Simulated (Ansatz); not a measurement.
# Worked example: H2Al–CH3⁺, doublet against H2Al–CH3, singlet

Geometry (PBE0/def2-TZVP stationary point of a singlet), kept for both states (H2Al–CH3, singlet: A'; H2Al–CH3⁺, doublet: A'):

```xyz
7

Al    0.0000    0.0002    0.6566
C     0.0000   -0.0066   -1.2942
H     0.0000    1.3841    1.4409
H     0.0000   -1.3526    1.4928
H     0.0000   -1.0105   -1.7238
H    -0.8749    0.5268   -1.6821
H     0.8749    0.5268   -1.6821
```

Basis cc-pVDZ; Ansatz 0.2.0. Only valence electrons are correlated (noble-gas cores frozen). R marks a restricted (for open shells ROHF) determinant, U an unrestricted one.

Full CI isn't at hand for all of this; UCCSDT(Q) serves as the reference, and is uncertain by about the last step of the cluster series.

```json
{"level": "UHF", "E(H2Al–CH3, singlet) (hartree)": "-282.679707", "E(H2Al–CH3⁺, doublet) (hartree)": "-282.324811"}
{"level": "UMP2", "E(H2Al–CH3, singlet) (hartree)": "-282.900492", "E(H2Al–CH3⁺, doublet) (hartree)": "-282.513313"}
{"level": "UCCSD(T)", "E(H2Al–CH3, singlet) (hartree)": "-282.942421", "E(H2Al–CH3⁺, doublet) (hartree)": "-282.559853"}
{"level": "PBE", "E(H2Al–CH3, singlet) (hartree)": "-283.307526", "E(H2Al–CH3⁺, doublet) (hartree)": "-282.935299"}
{"level": "PBE0", "E(H2Al–CH3, singlet) (hartree)": "-283.347598", "E(H2Al–CH3⁺, doublet) (hartree)": "-282.967641"}
{"level": "UCCSDT(Q)", "E(H2Al–CH3, singlet) (hartree)": "-282.943428", "E(H2Al–CH3⁺, doublet) (hartree)": "-282.561198"}
```

Q: Give the vertical gap, H2Al–CH3⁺ doublet less H2Al–CH3 singlet, at each level in eV (1 hartree = 27.2114 eV), and each error against UCCSDT(Q).

A: UCCSDT(Q): (-282.561198 − (-282.943428)) × 27.2114 = 10.401 eV (the reference)
PBE0: (-282.967641 − (-283.347598)) × 27.2114 = 10.339 eV, error -0.062 eV
PBE: (-282.935299 − (-283.307526)) × 27.2114 = 10.129 eV, error -0.272 eV
UCCSD(T): (-282.559853 − (-282.942421)) × 27.2114 = 10.410 eV, error 0.009 eV
UMP2: (-282.513313 − (-282.900492)) × 27.2114 = 10.536 eV, error 0.135 eV
UHF: (-282.324811 − (-282.679707)) × 27.2114 = 9.657 eV, error -0.744 eV

Total energies of functionals can't be set beside those of wave-function methods, since they hold the core's correlation and their own absolute errors; only the differences compare.

In so small a basis the reference is far from its limit while semilocal and hybrid functionals are nearer theirs, so the functionals' errors here hold much of the reference's basis and frozen-core error, which can add to them or hide them.

Each level lands on the state that its own search finds. T1 diagnostics of restricted CCSD: 0.008 and 0.034.
